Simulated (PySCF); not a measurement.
## B$_{2}$H, doublet: the ladder up to full CI

Geometry: a point of a breathe scan, not a stationary point.

```xyz
3

B     0.0000    0.0000    0.2266
B     0.0000    0.0000   -2.7716
H     0.0000    0.0000    2.5450
```

Basis 6-31G; PySCF 2.14.0. Correlated methods freeze the noble-gas cores, which leaves 7 electrons in 18 orbitals. R marks a restricted (for open shells ROHF) determinant.

Full CI is exact within this basis and frozen core; it isn't the basis-set limit.

```
UHF ⟨S²⟩                            : 1.528
⟨S²⟩ of the determinant under UCCSD : 0.752
T1 diagnostic (ROHF- or RHF-based CCSD)               : 0.0394
largest doubles amplitude (ROHF- or RHF-based CCSD)   : 0.273
```

Problem. From what is known of these methods and the diagnostics, rank them by the size of their error in total energy against full CI in 6-31G, smallest first (an estimate: the text doesn't fix the numbers).
A. RCCSDT
B. RCCSD(T)
C. RMP2
D. RHF
E. RCCSD

Solution. A (1.0 kJ/mol), B (5.8 kJ/mol), E (13.7 kJ/mol), C (175.4 kJ/mol), D (385.8 kJ/mol).

All errors are against full CI in 6-31G. Within each family the higher level lies nearer, as is usual though not guaranteed.

The full-CI state has the irrep B1 of C2v, in the program's axes (one component, if the state is degenerate).

Natural occupations of full CI about the gap: 1.896 1.874 1.699 0.956 0.264 0.092 0.085 0.056 0.052 0.008; effectively unpaired electrons, Σ n²(2−n)², 1.64.
